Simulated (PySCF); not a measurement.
ethylamine (C2H7N), SMILES CCN.

Coordinates come from a B3LYP-D3(BJ)/def2-TZVP optimisation. One conformer was computed; it need not be the lowest.

Two levels are set side by side: PBE/def2-TZVPD (PySCF) and M06-2X/def2-TZVPD (PySCF). Same geometry, gas phase. Differences are taken from unrounded values.

| quantity | M06-2X |
|---|---|
| orbital gap (eV) | 8.88 |
| highest occupied level (eV) | -8.33 |
| lowest empty level (eV) | 0.55 |
| dipole moment (D) | 1.28 |
| mean polarisability (bohr³) | 37.2 |

Q: What does PBE give, and how far is it from M06-2X? (Estimate from the structure and the level; the computed values follow.)

A: 
```
quantity                       PBE  PBE minus M06-2X
---------------------------  -----  ----------------
orbital gap (eV)              5.12             -3.76
highest occupied level (eV)  -5.38              2.95
lowest empty level (eV)      -0.26             -0.80
dipole moment (D)             1.21             -0.06
mean polarisability (bohr³)   39.8               2.6
```

PBE's occupied levels lie high since its potential decays too fast outside the molecule; exact exchange lowers them and widens the gap. Loosely held outer electrons make PBE densities more polarisable. Differences between two approximate levels are no errors against the true value.

Rough cost on one machine, each run with all the roots and properties that it gave: M06-2X against PBE about 3 times.
